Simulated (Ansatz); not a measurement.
Cost and result for the atomization energy of C4H7FS (`CC(C)(F)C=S`) (13 atoms, 12 bonds).

```xyz
13

C     0.6932   -0.6589   -1.0382
C     0.2692    0.0052    0.2627
C    -1.0703   -0.5108    0.7656
F     1.2200   -0.2967    1.2170
C     0.1890    1.4905    0.0624
S     1.0493    2.6135    0.8120
H    -0.0163   -0.4393   -1.8380
H     0.7339   -1.7399   -0.8939
H     1.6808   -0.3036   -1.3354
H    -1.3114   -0.0527    1.7257
H    -1.0141   -1.5933    0.8932
H    -1.8676   -0.2833    0.0558
H    -0.5558    1.7692   -0.6890
```

The species carries charge 0 and has multiplicity 1. The structure was optimised at the PBE0-D4/def2-TZVP level. It is one conformer, not always the lowest. Program: Ansatz. All runs use 2 threads of an AMD EPYC 7R13 on a shared host and a share of an NVIDIA H100 80 GB. Times are those of one run each, without the atoms' runs, and a repeat can differ threefold. Electronic energies, without spin–orbit coupling; frozen cores. CCSD(T)/CBS adds CCSD(T) − MP2 in def2-TZVPP to the MP2 limit, and its time is that of the two runs behind it. T1 = 0.013; the RHF reference is unstable towards UHF. B3LYP takes the VWN-RPA correlation (the form of Gaussian; ORCA's B3LYP/G).

CCSD(T)/CBS is a level of theory with its own doubt, some kJ/mol a heavy atom from the limit and from the frozen cores, so smaller differences don't rank the functionals.

```csv
level,functions,wall time,atomization (kJ/mol),difference from CCSD(T)/CBS,per bond
ωB97X-V/def2-TZVPP,295,2.3 s,5141.4,9.7,0.8
B2PLYP/def2-TZVPP,295,2.3 s,5079.2,-52.5,-4.4
PBE0-D4/def2-TZVPP,295,2.5 s,5173.7,42.0,3.5
PBE-D4/def2-TZVPP (with forces),295,2.6 s,5274.4,142.7,11.9
B3LYP-D4/def2-TZVPP (with forces),295,2.6 s,5127.7,-4.0,-0.3
r2SCAN-D4/def2-TZVPP (with forces),295,2.7 s,5155.9,24.2,2.0
ωB97M-V/def2-TZVPP (with forces),295,2.9 s,5153.4,21.7,1.8
MP2/def2-QZVPP,565,3.4 s,5175.0,43.3,3.6
CCSD(T)/def2-TZVPP,295,5 s,5008.5,-123.2,-10.3
CCSD(T)/CBS(def2),–,8.4 s,5131.7,0.0,0.0
```

The D4 term adds +45.6 kJ/mol with B3LYP and +24.1 kJ/mol with PBE0; it sums over pairs of atoms, weighted by their polarisabilities, and B3LYP, whose exchange is more repulsive, gets the larger term. From PBE to PBE0 (25 % exact exchange), in def2-TZVPP and without D4, the atomization energy moves by −96.3 kJ/mol: exact exchange takes away binding that semilocal exchange gives to molecules. In def2-TZVPP, CCSD(T) changes the Hartree–Fock value by +1266.6 kJ/mol (the triples alone add +85.7 kJ/mol) and MP2 by +1360.9 kJ/mol; breaking electron pairs costs correlation energy, which Hartree–Fock lacks.
